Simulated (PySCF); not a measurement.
**Ionising SiP**

PBE0; Si def2-TZVP, P def2-TZVP; no relativity (PySCF 2.14). Neutral (UKS): doublet (π ↑), Re = 2.070 Å, ωe = 641 cm⁻¹, De = 3.69 eV, HOMO -6.83 eV, LUMO -4.61 eV.

SiP⁺ (UKS): triplet (π ↑↑), Re = 2.217 Å, ωe = 513 cm⁻¹, De = 3.12 eV to Si⁺ + P. The energies at the minima are -630.52006 hartree for SiP and -630.19715 for SiP⁺.

Task: Work out the adiabatic ionisation energy, without and with harmonic zero-point energies (1 hartree = 27.2114 eV, 1 eV = 8065.5 cm⁻¹), and the change of the bond length.

Result: At PBE0: 0.32291 hartree = 8.787 eV between the minima; the zero-point term (513.0 − 641.0)/2 cm⁻¹ = -0.008 eV makes it 8.779 eV. Re changes by +14.7 pm against the neutral. The electron leaves a π orbital, and the longer bond of the ion fits a bonding orbital, or a change in how ionic the bond is.

For an ion De counts to the pair picked by the measured ionisation energies or electron affinities, which need not be the lowest pair at this level. States were picked by a PBE0 search and need not be the measured ground states.
